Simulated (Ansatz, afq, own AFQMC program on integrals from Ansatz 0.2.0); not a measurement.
AFQMC on a folder of integrals that Ansatz 0.2.0 wrote.

```yaml
crystal:
  periodic: [false, false, false]
  atoms:
    - {symbol: B, position_ang: [0.000000, 0.000000, 2.207923]}
    - {symbol: Al, position_ang: [0.000000, 0.000000, -2.014078]}
    - {symbol: H, position_ang: [0.000000, 0.000000, 3.391011]}
    - {symbol: H, position_ang: [0.000000, 0.000000, -3.584856]}
basis:
  gaussian: {orbitals: 6-31G}
magnetization: {spin_polarized: true, initial_magnetization: 2}
correlation: {method: ccsd_t, electrons: outside_noble_gas, hamiltonian_folder: ham}
```

```sh
$ ansatz run in.yaml --threads 1 --pin off --events-out ev --progress --plain --max-ram 24576MiB --backend cuda --devices 0, --max-vram 18GiB
```

afq runs on the folder ham with

```
--method free --trial hf --walkers 50 --time-step 0.05 --max-blocks 120 --target-error 0.00136 --factor-cut 1e-06 --seed 4455 --times 0.0,0.5,1.0,2.0,3.0,4.0 --taylor-order 10
```

Times are imaginary, in 1/Eh. The walk had a cap of 60 s.

Output of the walk:

```
orbitals 20  electrons 5 3  factors 121 of 328
reference energy -267.52416168 Eh
CCSD correlation -0.07827347 Eh in 19 cycles, weight of the determinant in the CISD state 0.8848
repeat  energy at the last time / Eh  error
    10  -267.597668  0.003097
    20  -267.601266  0.002538
    30  -267.602463  0.001808
    40  -267.602895  0.001594
    50  -267.603330  0.001369
    60  -267.602628  0.001341
time / (1/Eh)  energy / Eh  error  mean overlap
  0.00  -267.602899  0.000685  1.0000
  0.50  -267.603249  0.000807  0.9962
  1.00  -267.602703  0.000745  1.0048
  2.00  -267.604643  0.000973  0.9971
  3.00  -267.603583  0.000969  1.0145
  4.00  -267.602650  0.001320  1.0282
energy -267.602650 +/- 0.001320 Eh
```

The run passed its tests (error under three times the target), which doesn't prove that it has relaxed.

Against this walk (error 35.9 meV) on the same determinant: CCSD(T) 12.3 meV lower (within the noise), CCSDT(Q) 23.3 meV lower (within the noise), CCSDTQ 24.0 meV lower (within the noise), full CI 24.0 meV lower (within the noise). The error is statistical, and a free projection of finite length keeps a remainder of its start.

Cautions: remainder of the start not in the error; lower spins were not checked; the determinant is a saddle point among determinants of its kind; raised T1 diagnostic (T1 0.043, weight of the determinant 0.88, largest double 0.10); unrestricted determinant slightly spin contaminated (⟨S²⟩ 2.07 against 2.00); the time-step error isn't removed.

The walk took 11 s on 1 × NVIDIA H100 80GB HBM3 with 2 threads of AMD EPYC 7R13 Processor (Zen 3) (shared host) (the card was shared). The log's last line is the free-projection energy.

CCSDT and higher add their correlation energy to the determinant of the CCSD(T) run, since their own runs factorise the integrals more tightly (a shift of under 2 meV).
